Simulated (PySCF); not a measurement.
Worked example: correlation energy of BH3⁺, doublet

Geometry: that of the BH3, singlet, kept fixed.

```xyz
4

B     0.0000    0.0000    0.0000
H     1.1934    0.0146   -0.0003
H    -0.6093    1.0262   -0.0028
H    -0.5841   -1.0408    0.0031
```

Basis cc-pVDZ; PySCF 2.14.0. Correlated methods freeze the noble-gas cores, which leaves 5 electrons in 28 orbitals. Prefix R: restricted or restricted open-shell reference; prefix U: unrestricted.

Full CI is exact within this basis and frozen core; it isn't the basis-set limit. The frozen core follows each run's orbitals, which can shift R against U totals by a few meV.

The cluster runs stand on a determinant 0.01 eV above the lowest UHF solution, chosen by trial CCSD; the correlation energy below is counted from it.

Restricted and unrestricted runs freeze slightly different cores, so the step to full CI, which has another core, is uncertain by up to 0.1 kcal/mol.

```tsv
level	total energy (hartree)
UHF determinant under the cluster runs	-25.935169
UMP2	-26.001938
UCCSD	-26.024932
UCCSD(T)	-26.026217
UCCSDT	-26.026629
full CI	-26.026647
```

Task: What is the correlation energy at full CI, and what share of it do UMP2 and UCCSD recover?

Result: E(corr) = -26.026647 − (-25.935169) = -0.091478 hartree = -2.489 eV. UMP2: -0.066769 / -0.091478 = 72.99 %. UCCSD: -0.089763 / -0.091478 = 98.13 %.

Task: By how many kcal/mol does UCCSD(T) miss full CI (1 hartree = 627.509 kcal/mol), and which steps make up the rest?

Result: -26.026217 − (-26.026647) = 0.000430 hartree = 0.27 kcal/mol. Steps: UCCSDT − UCCSD(T) = -0.26, full CI − UCCSDT = -0.01 kcal/mol. That is within 1 kcal/mol of the reference in this basis, which itself misses far more of the correlation at the basis-set limit.
